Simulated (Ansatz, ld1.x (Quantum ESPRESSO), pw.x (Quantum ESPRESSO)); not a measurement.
## Equation-of-state test of one ultrasoft potential (phosphorus)

- Element: phosphorus (P)
- Generator: ld1.x (Quantum ESPRESSO) 7.5
- Type: ultrasoft
- Functional: PBEsol
- Relativity: scalar-relativistic
- Frozen core: [Ne]
- Valence charge: 5
- Reference configuration: 3s2 3p3
- Partial waves: 3s (bound): rcut 1.30, rcutus 1.45 bohr; 3s channel at 0.15 Ry: rcut 1.30, rcutus 1.45 bohr; 3p (bound): rcut 1.65, rcutus 1.90 bohr; 3p channel at 0.2 Ry: rcut 1.65, rcutus 1.90 bohr; 3d channel at 0.45 Ry: rcut 1.60, rcutus 2.10 bohr
- Local potential: all-electron potential smoothed inside 1.50 bohr (lloc = -1)
- Core correction: a·sin(br)/r model core inside 1.00 bohr
- Augmentation charge: built from norm-conserving waves at rcut, not smoothed further

Atomic tests: cutoffs needed: 18 Ry and 25 Ry (the cutoffs (Ry, on a coarse ladder) from which the occupation-weighted sum of valence levels, in a spherical-Bessel basis at the reference potential, stays within 10 and 1 mRy of its value at 400 Ry); ghost test: no extra level below or beside the all-electron valence levels (s, p, d, f tested) (spherical-Bessel basis up to 400 Ry, 20 bohr box); largest excitation error: +49 meV (all-electron minus pseudo) for 3s2 3p0, out of 7 test configurations.

Crystal test: bcc P in pw.x 7.5, no spin, 15³ k-points, Fermi–Dirac smearing 0.01 Ry, cutoffs 40/600 Ry. The reference is all-electron LAPW (Ansatz 0.2.0) with the same functional, mesh and smearing; V0 and B0 come from Birch–Murnaghan fits to the pressures at five volumes. Errors are pseudo minus all-electron; Δ is the rms difference of the E(V) curves that follow from these fits, minima aligned, over ±6 % about the mean V0. Mesh and smearing are coarse, so the numbers serve the comparison and aren't converged zero-temperature values; the lattice is a test structure that the element need not adopt.

All-electron: a0 = 3.012 Å (V0 = 13.66 Å³/atom), B0 = 108.0 GPa.

Task: How far does the potential miss the all-electron equation of state?

Result: mean pressure error (GPa): +0.68; a0 (Å): 3.019; a0 error (%): +0.21; B0 error (%): +0.3; Δ (meV/atom): 2.1.

| V (Å³/atom) | P all-electron (GPa) | P pseudo (GPa) |
| --- | --- | --- |
| 13.108 | 4.85 | 5.68 |
| 13.453 | 1.72 | 2.47 |
| 13.798 | -1.04 | -0.36 |
| 14.143 | -3.49 | -2.88 |
| 14.488 | -5.66 | -5.12 |

Task: At the middle volume, how do free energy and pressure move when the wave cutoff is lowered (ecutrho held at 600 Ry)?

Result:

```
cutoff (Ry)  shift of F (meV/atom)  shift of P (GPa)
         18                  +50.0             -2.76
         24                   +8.9             -0.01
         32                   +5.1             -0.09
```

The run at the middle volume (120 k-points, 5 iterations) took about 3.1 s on one core of a shared host (Neoverse-V2, 32 threads, 247 GiB, load 11).
